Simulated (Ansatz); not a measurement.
# BeSiH (sextet): wave-function methods side by side, def2-TZVPP

An exercise on one series of results from a longer session: the logs are not shown, and one member is left open.

Program: Ansatz 0.2.0, Gaussian basis. Level of theory: def2-TZVPP, core rule «outside noble gas», up to 6 orbitals frozen. These are calculated values, not measurements.

Plan: UHF; ROHF; CCSD(T) on UHF.

## The geometry

The geometry is a PBE0/def2-TZVP stationary point (not a proven minimum) of the parent state, kept for this charge and spin.

3 atoms, charge 0, spin multiplicity 6.

Atoms are counted from 1 here; the program's logs count them from 0.

Bond lengths: Si1–Be2 2.079 Å, Si1–H3 1.489 Å. Angles: Be2–Si1–H3 180.0°.

As a file:

```xyz
3
BeHSi
Si    0.0000    0.0000    0.1967
Be    0.0000    0.0000   -1.8825
H     0.0000    0.0000    1.6858
```

The first run:

in.yaml

```yaml
crystal:
  periodic: [false, false, false]
  atoms:
    - {symbol: Si, position_ang: [0.000000, 0.000000, 0.196700]}
    - {symbol: Be, position_ang: [0.000000, 0.000000, -1.882500]}
    - {symbol: H, position_ang: [0.000000, 0.000000, 1.685800]}
basis:
  gaussian: {orbitals: def2-TZVPP}
magnetization: {spin_polarized: true, initial_magnetization: 5}
hamiltonian: {xc: hf}
output: {orbitals: {seedname: orbitals}}
```

The run is started by

```
> ansatz run in.yaml --threads 1 --pin off --events-out ev --progress --plain --max-ram 2560MiB --backend cpu
```

Among the steps run: UHF; ROHF; CCSD(T) on UHF.

One of the session's tables, all rows but one given; the rest of the session is left out.

| method | from UCCSD(T) (kcal/mol) |
| --- | --- |
| ROHF | +70.02 |
| UHF | +67.48 |
| UMP2 | ? |
| UCCSD | +2.97 |
| UCCSD(T) | 0 |

Estimate the missing values for UMP2.

As computed: from UCCSD(T) (kcal/mol): +18.31. In the column «from UCCSD(T) (kcal/mol)» it lies between UCCSD (+2.97) and UHF (+67.48).
